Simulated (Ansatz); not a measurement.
## Heat of formation of C2H4OS (thioacetic acid) from total energies

C2H4OS: 8 atoms, total charge 0, spin state singlet. SMILES: `CC(=O)S`. Geometry: relaxed at PBE0-D4/def2-TZVP. This is one conformer, not always the lowest.

```tsv
atom	x (Å)	y (Å)	z (Å)
C	0.0094	1.0552	-0.0019
C	0.2786	-0.4120	-0.1776
O	1.1551	-0.8609	-0.8579
S	-0.8805	-1.4407	0.7176
H	0.9279	1.6110	-0.1850
H	-0.3842	1.2806	0.9899
H	-0.7380	1.3591	-0.7400
H	-0.3684	-2.5923	0.2549
```

Total energies at CAM-B3LYP/def2-SVP (Ansatz 0.2.0); the atoms run unrestricted:

| species | state | energy (Eh) |
| --- | --- | --- |
| C2H4OS | singlet | -551.734730 |
| C | triplet | -37.791544 |
| O | triplet | -74.977323 |
| S | triplet | -397.989187 |
| H | doublet | -0.497895 |

Harmonic wavenumbers at PBE0-D4/def2-TZVP, in cm⁻¹: 50, 318, 382, 454, 534, 636, 845, 1007, 1024, 1147, 1378, 1454, 1467, 1821, 2718, 3063, 3140, 3173.

Measured heats of formation of the gaseous atoms at 298.15 K, in kJ/mol: C 716.9, O 249.2, S 277.0, H 218.0. Spin-orbit lowering of the atoms at 298 K (mean of the ground term's levels less their thermal mean, from spectra), in kJ/mol: C 0.02, O 0.40, S 1.88. Take 1 Eh = 2625.50 kJ/mol, 1 cm⁻¹ = 0.0119627 kJ/mol, RT = 2.479 kJ/mol.

**Question.** Work out the heat of formation of the gas at 298 K.

**Answer.** 
1. Electronic atomisation energy: 2 × (-37.791544) + (-74.977323) + (-397.989187) + 4 × (-0.497895) − (-551.734730) = 1.193552 Eh = 3133.7 kJ/mol.
2. Zero-point energy: half the sum of the wavenumbers, 12305.5 cm⁻¹ = 147.2 kJ/mol.
3. Thermal vibrational enthalpy, Σ hcν̃/(exp(hcν̃/kT) − 1): 6.1 kJ/mol. Translation, rotation and pV of a non-linear molecule: 4 RT = 9.9 kJ/mol.
4. The 8 free atoms carry 5/2 RT each: 49.6 kJ/mol.
5. Spin-orbit coupling lowers the free atoms by 2 × 0.02 + 0.40 + 1.88 = 2.3 kJ/mol.
6. Atomisation enthalpy at 298 K: 3133.7 − 2.3 − 147.2 − 6.1 − 9.9 + 49.6 = 3017.8 kJ/mol.
7. Sum of the atoms' heats of formation: 2832.0 kJ/mol. Heat of formation: 2832.0 − 3017.8 = -185.8 kJ/mol.

The tabulated value is -175.1 kJ/mol (CRC Handbook of Chemistry and Physics), so this level is off by -10.7 kJ/mol, or 0.4 % of the atomisation enthalpy. Anharmonicity and any spin-orbit splitting of the molecule are left out.
